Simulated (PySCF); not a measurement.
Isomers of C5H6, mass 66.047 u with the commonest isotopes. The calculation used PySCF 2.14.0, PBE0-D3(BJ)/def2-SVP geometry optimisation, gas phase. One conformer each, none proved a minimum here; rigid rotors.

**Question.** Order these by dipole moment, smallest first.
A. `C=C1C=C1C`
B. `[CH2:1]=[C:2]=[CH:3][CH:4]=[CH2:5]` with C2–C3–C4–C5 180°
C. `C1=C[C@H]2C[C@@H]12` (bicyclo[2.1.0]pent-2-ene)
D. `CC=C1C=C1`
E. `C#C/C=C\C`
F. `C=CC#CC`

**Answer.** B (0.24 D), C (0.42 D), F (0.67 D), E (0.87 D), D (1.80 D), A (2.53 D).

**Question.** Order these by rotational constant C, largest first.
A. `[CH2:1]=[C:2]=[CH:3][CH:4]=[CH2:5]` with C2–C3–C4–C5 180°
B. `C1(C)C(C=1)=C`
C. bicyclo[2.1.0]pent-2-ene (`C1=C[C@H]2C[C@@H]12`)
D. `C#C/C=C\C`
E. `C=CC#CC`
F. `CC=C1C=C1`
G. cyclopropylacetylene (`C#CC1CC1`)

**Answer.** C (5247 MHz), G (3164 MHz), B (2966 MHz), F (2811 MHz), D (2647 MHz), A (2195 MHz), E (2020 MHz).

**Question.** Order these by radius of gyration √(Σ m r²/M), smallest first.
A. `C=CC#CC`
B. `C=C1C=C1C`
C. `C1=C[C@H]2C[C@@H]12` (bicyclo[2.1.0]pent-2-ene)
D. `CC=C1C=C1`
E. `[CH2:1]=[C:2]=[CH:3][CH:4]=[CH2:5]` with C2–C3–C4–C5 180°
F. `C#C/C=C\C`

**Answer.** C (1.290 Å), B (1.614 Å), D (1.657 Å), F (1.707 Å), E (1.874 Å), A (1.952 Å).

```tsv
SMILES	point group	Ia (u·Å²)	Ib (u·Å²)	Ic (u·Å²)	κ	μa (D)	μb (D)	μc (D)
C#C/C=C\C	Cs	42.18	151.91	190.94	-0.85	0.85	0.19	0.00
CC=C1C=C1	Cs	27.73	155.19	179.77	-0.94	1.72	0.54	0.00
C=CC#CC	–	14.58	238.73	250.13	-0.99	0.66	0.10	0.01
C=C=CC=C	Cs	14.61	219.16	230.23	-0.99	0.23	0.03	0.00
C1=C[C@H]2C[C@@H]12	Cs	46.25	77.30	96.32	-0.55	0.42	0.00	0.00
C=C1C=C1C	Cs	41.94	131.58	170.38	-0.81	2.45	0.60	0.00
C#CC1CC1	Cs	31.66	151.74	159.71	-0.97	0.91	0.00	0.03
C=CC1=CC1	Cs	32.42	141.72	170.74	-0.90	0.43	0.42	0.00
```
